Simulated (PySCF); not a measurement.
Task: What does the PBE/6-31+G* structure of `C(C#C)=S` (thiopropynal) look like in three dimensions?

Result: 
```
atom  x, y, z in Å
C1     1.5251   -0.1567   -0.0842
C2     0.3101    0.0119   -0.0357
C3    -1.0807    0.2481    0.0265
S4    -2.2451   -0.9156   -0.0878
H5     2.5848   -0.3367   -0.1300
H6    -1.3717    1.3039    0.1658
```

Orientation and origin are arbitrary. Atoms count from 1 in this order. The 4 heavy atoms lie in one plane (0.000 Å rms). The C–C distances run from 1.228 Å (C1≡C2, drawn triple) to 1.412 Å (C2–C3, drawn single), a spread of 0.184 Å.

Bonds between heavy atoms (Å): C1≡C2 1.228, C2–C3 1.412, C3=S4 1.650.

Level of theory: PBE/6-31+G* geometry optimisation, gas phase in PySCF 2.14.0.

Point group: Cs (every atom within 0.08 Å of its image). Stationary, but not proved a minimum.

Hardware: one thread of an Arm Neoverse V1, no GPU, on a shared host. Cost: 19 s of wall time, 0.39 GiB resident at most. These figures are those of the optimisation.
